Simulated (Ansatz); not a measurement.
Ansatz (a first-principles code) input (B3LYP-D3(BJ)/def2-TZVP):

Ansatz 0.2 input:
```yaml
crystal:
  periodic: [false, false, false]
  atoms:
    - {symbol: C, position_ang: [0.01102909, 0.00659034, 0.69372728]}
    - {symbol: C, position_ang: [-0.01102909, -0.00659034, -0.69372728]}
    - {symbol: H, position_ang: [-0.20866404, 0.91610177, 1.25199051]}
    - {symbol: H, position_ang: [0.24863065, -0.89222006, 1.26189918]}
    - {symbol: H, position_ang: [0.21203297, 0.89129169, -1.26921414]}
    - {symbol: H, position_ang: [-0.25199958, -0.91517340, -1.24467556]}
basis:
  gaussian:
    orbitals: def2-TZVP
hamiltonian:
  xc: b3lyp
  dispersion: d3bj
total_charge: 1
magnetization: {spin_polarized: true, initial_magnetization: 1}
phonons: {temperatures: {t_min: 298.15, t_max: 298.15, t_step: 100}}
```

Output:

```
Functional definition: B3LYP
integrals: 0.01 GiB planned
536 factors; their error is unknown
mean field: 0.22 GiB planned
mean field evaluation 1: about -2122.6538 eV, gradient 3.7e1 eV
mean field evaluation 2: about -2123.5678 eV, gradient 3.3e1 eV
mean field evaluation 4: about -2129.1385 eV, gradient 3.3e-1 eV
mean field evaluation 8: about -2129.1187 eV, gradient 6.5e-3 eV
mean field evaluation 16: about -2129.1187 eV, gradient 2.3e-5 eV
mean field -2129.11867442 eV, -78.2436681166 hartree, gradient 2.3e-5 eV, S^2 0.754009; 0 other end points of the search recorded, 0 dependent functions left out
the calculation of the forces begins
reference -2129.11886083 eV, -78.2436749668 hartree; 8, 7 occupied and 78, 79 virtual orbitals, 536 factors
these checks for a lower state are left out or cut short: stability, starts, cluster_reference, orbital_swaps, neighbouring_geometries, increment
integrals: 0.01 GiB planned
536 factors; their error is unknown
mean field: 0.22 GiB planned
mean field -2129.11862908 eV, -78.2436664504 hartree, gradient 1.9e-6 eV, S^2 0.754009; 0 other end points of the search recorded, 0 dependent functions left out
the calculation of the forces begins
reference -2129.11881549 eV, -78.2436733006 hartree; 8, 7 occupied and 78, 79 virtual orbitals, 536 factors
these checks for a lower state are left out or cut short: stability, starts, cluster_reference, orbital_swaps, neighbouring_geometries, increment
integrals: 0.01 GiB planned
536 factors; their error is unknown
mean field: 0.22 GiB planned
mean field -2129.11862908 eV, -78.2436664504 hartree, gradient 1.9e-6 eV, S^2 0.754009; 0 other end points of the search recorded, 0 dependent functions left out
the calculation of the forces begins
reference -2129.11881549 eV, -78.2436733005 hartree; 8, 7 occupied and 78, 79 virtual orbitals, 536 factors
these checks for a lower state are left out or cut short: stability, starts, cluster_reference, orbital_swaps, neighbouring_geometries, increment
integrals: 0.01 GiB planned
536 factors; their error is unknown
mean field: 0.22 GiB planned
mean field evaluation 32: about -2129.1392 eV, gradient 4.7e-4 eV
mean field -2129.11849064 eV, -78.2436613625 hartree, gradient 1.9e-6 eV, S^2 0.753999; 0 other end points of the search recorded, 0 dependent functions left out
the calculation of the forces begins
reference -2129.11867702 eV, -78.2436682122 hartree; 8, 7 occupied and 78, 79 virtual orbitals, 536 factors
these checks for a lower state are left out or cut short: stability, starts, cluster_reference, orbital_swaps, neighbouring_geometries, increment
integrals: 0.01 GiB planned
536 factors; their error is unknown
mean field: 0.22 GiB planned
mean field -2129.11848464 eV, -78.2436611421 hartree, gradient 2.1e-6 eV, S^2 0.754019; 0 other end points of the search recorded, 0 dependent functions left out
the calculation of the forces begins
reference -2129.11867105 eV, -78.2436679927 hartree; 8, 7 occupied and 78, 79 virtual orbitals, 536 factors
these checks for a lower state are left out or cut short: stability, starts, cluster_reference, orbital_swaps, neighbouring_geometries, increment
integrals: 0.01 GiB planned
536 factors; their error is unknown
mean field: 0.22 GiB planned
mean field -2129.11866194 eV, -78.2436676578 hartree, gradient 2.3e-6 eV, S^2 0.754002; 0 other end points of the search recorded, 0 dependent functions left out
the calculation of the forces begins
reference -2129.11884833 eV, -78.2436745075 hartree; 8, 7 occupied and 78, 79 virtual orbitals, 536 factors
these checks for a lower state are left out or cut short: stability, starts, cluster_reference, orbital_swaps, neighbouring_geometries, increment
integrals: 0.01 GiB planned
536 factors; their error is unknown
mean field: 0.22 GiB planned
mean field -2129.11866753 eV, -78.2436678632 hartree, gradient 2.4e-6 eV, S^2 0.754016; 0 other end points of the search recorded, 0 dependent functions left out
the calculation of the forces begins
reference -2129.11885394 eV, -78.2436747138 hartree; 8, 7 occupied and 78, 79 virtual orbitals, 536 factors
these checks for a lower state are left out or cut short: stability, starts, cluster_reference, orbital_swaps, neighbouring_geometries, increment
integrals: 0.01 GiB planned
536 factors; their error is unknown
mean field: 0.22 GiB planned
mean field evaluation 64: about -2129.1186 eV, gradient 1.5e-6 eV
mean field -2129.11860048 eV, -78.2436653991 hartree, gradient 2.0e-6 eV, S^2 0.754010; 0 other end points of the search recorded, 0 dependent functions left out
the calculation of the forces begins
reference -2129.11878692 eV, -78.2436722506 hartree; 8, 7 occupied and 78, 79 virtual orbitals, 536 factors
these checks for a lower state are left out or cut short: stability, starts, cluster_reference, orbital_swaps, neighbouring_geometries, increment
integrals: 0.01 GiB planned
536 factors; their error is unknown
mean field: 0.22 GiB planned
mean field -2129.11859237 eV, -78.2436651012 hartree, gradient 2.0e-6 eV, S^2 0.754008; 0 other end points of the search recorded, 0 dependent functions left out
the calculation of the forces begins
reference -2129.11877873 eV, -78.2436719499 hartree; 8, 7 occupied and 78, 79 virtual orbitals, 536 factors
these checks for a lower state are left out or cut short: stability, starts, cluster_reference, orbital_swaps, neighbouring_geometries, increment
integrals: 0.01 GiB planned
536 factors; their error is unknown
mean field: 0.22 GiB planned
mean field -2129.11864565 eV, -78.2436670592 hartree, gradient 2.0e-6 eV, S^2 0.754013; 0 other end points of the search recorded, 0 dependent functions left out
the calculation of the forces begins
reference -2129.11883208 eV, -78.2436739103 hartree; 8, 7 occupied and 78, 79 virtual orbitals, 536 factors
these checks for a lower state are left out or cut short: stability, starts, cluster_reference, orbital_swaps, neighbouring_geometries, increment
integrals: 0.01 GiB planned
536 factors; their error is unknown
mean field: 0.22 GiB planned
mean field -2129.11862549 eV, -78.2436663181 hartree, gradient 2.0e-6 eV, S^2 0.754005; 0 other end points of the search recorded, 0 dependent functions left out
the calculation of the forces begins
reference -2129.11881186 eV, -78.2436731673 hartree; 8, 7 occupied and 78, 79 virtual orbitals, 536 factors
Total energy: -2129.22552684 eV, -78.2475948703 hartree
Atom 0 at     0.011029     0.006590     0.693727 Å, force    -0.000020    -0.000012    -0.001273 eV/Å
Atom 1 at    -0.011029    -0.006590    -0.693727 Å, force     0.000020     0.000012     0.001273 eV/Å
Atom 2 at    -0.208664     0.916102     1.251991 Å, force    -0.000740    -0.000356    -0.000365 eV/Å
Atom 3 at     0.248631    -0.892220     1.261899 Å, force     0.000728     0.000349    -0.000395 eV/Å
Atom 4 at     0.212033     0.891292    -1.269214 Å, force     0.000739    -0.000352     0.000371 eV/Å
Atom 5 at    -0.252000    -0.915173    -1.244676 Å, force    -0.000727     0.000359     0.000388 eV/Å
Dipole moment:     0.000000    -0.000000    -0.000000 e Å
Vibrations: 611.87 788.28 888.07 1078.93 1205.56 1275.13 1431.10 1502.71 3086.46 3090.32 3181.14 3201.66 cm⁻¹, zero-point energy 1.322988 eV
```
